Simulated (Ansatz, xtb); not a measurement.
C3H7FS: which of two isomers lies lower

We compare I, `CC(C)(F)S`, a singlet, with II, `CC[C@@H](F)S`, a singlet. Both are isolated molecules in the gas phase, relaxed with PBE-D3(BJ)/def2-SVP; the shapes shown needn't be the lowest conformers.

I (Å):

```xyz
12

C    -0.6326    0.0480    0.5285
C    -1.4660   -1.2080    0.7498
C    -2.1716   -1.2401    2.1013
F    -2.4491   -1.2348   -0.2451
S    -0.4411   -2.7445    0.6354
H    -1.2849    0.9424    0.6037
H     0.1748    0.1252    1.2805
H    -0.1781    0.0377   -0.4815
H    -2.7849   -2.1573    2.1917
H    -2.8424   -0.3615    2.1781
H    -1.4436   -1.2082    2.9345
H     0.1135   -2.4345   -0.5696
```

II (Å):

| atom | x (Å) | y (Å) | z (Å) |
| --- | --- | --- | --- |
| C | 0.9253 | -0.9796 | 0.4214 |
| C | -0.5320 | -0.7002 | 0.0515 |
| C | -1.2559 | 0.1400 | 1.0974 |
| F | -0.5645 | 1.3333 | 1.2791 |
| S | -3.0167 | 0.4434 | 0.7168 |
| H | 1.4315 | -1.5663 | -0.3703 |
| H | 1.4810 | -0.0317 | 0.5591 |
| H | 0.9988 | -1.5557 | 1.3671 |
| H | -1.1005 | -1.6434 | -0.0813 |
| H | -0.5853 | -0.1589 | -0.9188 |
| H | -1.2832 | -0.3861 | 2.0793 |
| H | -2.8012 | 0.8517 | -0.5663 |

Energies in hartree; the thermal terms are from PBE-D3(BJ)/def2-SVP harmonic frequencies (ideal gas, rigid rotor, one conformer each, 298.15 K, 1 atm) and include the zero-point energy:

|  | I | II |
| --- | --- | --- |
| E, CCSD(T)/def2-SVP | −615.184122 | −615.177505 |
| E, MP2/def2-SVP | −615.105245 | −615.098153 |
| E, MP2/def2-TZVPP | −615.702357 | −615.695310 |
| zero-point energy | 0.091821 | 0.092993 |
| H(298 K) − E | 0.099457 | 0.100495 |
| G(298 K) − E | 0.062023 | 0.062754 |

Q: Correct the CCSD(T) difference for the basis set by the MP2 change, then work out ΔE, ΔE₀, ΔH and ΔG for I → II in kcal/mol (1 Eh = 627.51 kcal/mol) and the equilibrium ratio [II]/[I].

A: 1. Differences II − I: CCSD(T) +0.006617, MP2 in the small set +0.007092, MP2 in the large set +0.007047 Eh.
2. ΔE = +0.006617 + (+0.007047 − (+0.007092)) = +0.006572 Eh = +4.12 kcal/mol.
3. ΔE₀ = ΔE + ΔZPE = +0.006572 + (+0.001172) Eh = +4.86 kcal/mol.
4. ΔH = ΔE + (+0.001038) Eh = +4.78 kcal/mol.
5. ΔG = ΔE + (+0.000731) Eh = +4.58 kcal/mol, so ΔS = (ΔH − ΔG)/T = +2.7 J/(mol K).
6. kT = 0.9442 mEh, so K = [II]/[I] = exp(−ΔG/kT) = exp(−7.73) ≈ 4.4 × 10^−4.

Structure I is favoured at this temperature. An error of 1 kcal/mol in ΔG would change K by a factor of 5.4. Mirror images and further conformers aren't counted.

As drawn, both hold the same kinds of bond in the same numbers. Structure I has 2 methyl groups, II 1.

Other levels gave ΔE = +2.8 (GFN2-xTB); +1.3 (HF/STO-3G, GFN2-xTB geometries); +4.7 (r2SCAN-D4/def2-SVP, GFN2-xTB geometries); +3.5 (PBE-D3(BJ)/def2-SVP); +3.1 (HF/def2-SVP); +4.4 (MP2/def2-SVP); +4.2 (CCSD(T)/def2-SVP) kcal/mol. The correlated steps freeze 9 core orbitals. Programs: Ansatz 0.2.0, xtb 6.7.1.
